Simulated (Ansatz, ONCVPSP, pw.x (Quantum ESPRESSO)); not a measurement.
## silicon (diamond): variants of one ONCV potential in the solid

```json
{"Element": "Si (Z = 14)", "Generator": "ONCVPSP 4.0.1", "Type": "optimised norm-conserving Vanderbilt (ONCV)", "Functional": "PBE", "Relativity": "scalar-relativistic", "Frozen core": "[Ne]", "Valence charge": "4", "Reference configuration": "3s2 3p2", "Partial waves": "3s: rc 1.70 bohr, ncon 3, nbas 7, qcut 3.4 1/bohr, 1 projector; 3p: rc 2.10 bohr, ncon 4, nbas 7, qcut 3.7 1/bohr, 2 projectors, debl 1.3 Ha; d scattering state at 0.1 Ha: rc 2.05 bohr, ncon 4, nbas 7, qcut 4.7 1/bohr, 2 projectors, debl 1.5 Ha", "Local potential": "polynomial inside 1.10 bohr (lpopt 5, dvloc0 4 Ha)", "Core correction": "Teter function, fcfact 5.5, rcfact 1.8"}
```

Crystal test: diamond Si in pw.x 7.5, no spin, 8³ k-points, Fermi–Dirac smearing 0.01 Ry, cutoffs set for each file from its atomic test. The reference is all-electron LAPW (Ansatz 0.2.0) with the same functional, mesh and smearing; V0 and B0 come from Birch–Murnaghan fits to the pressures at five volumes. Errors are pseudo minus all-electron; Δ is the rms difference of the E(V) curves that follow from these fits, minima aligned, over ±6 % about the mean V0. Mesh and smearing are coarse, so the numbers serve the comparison and aren't converged zero-temperature values; the lattice is a test structure that the element need not adopt.

All-electron: a0 = 5.469 Å (V0 = 20.45 Å³/atom), B0 = 88.5 GPa.

```
    change  cutoffs (Ry)       pw.x  a0 (Å)  a0 error (%)  B0 error (%)  Δ (meV/atom)  mean pressure error (GPa)
      base       105/420  converged   5.461         -0.16          +5.6           1.9                      -0.43
 s: rc 1.6       115/460  converged   5.461         -0.16          +5.6           1.9                      -0.43
s: rc 1.32        80/320  converged   5.459         -0.19          +5.7           2.3                      -0.52
```
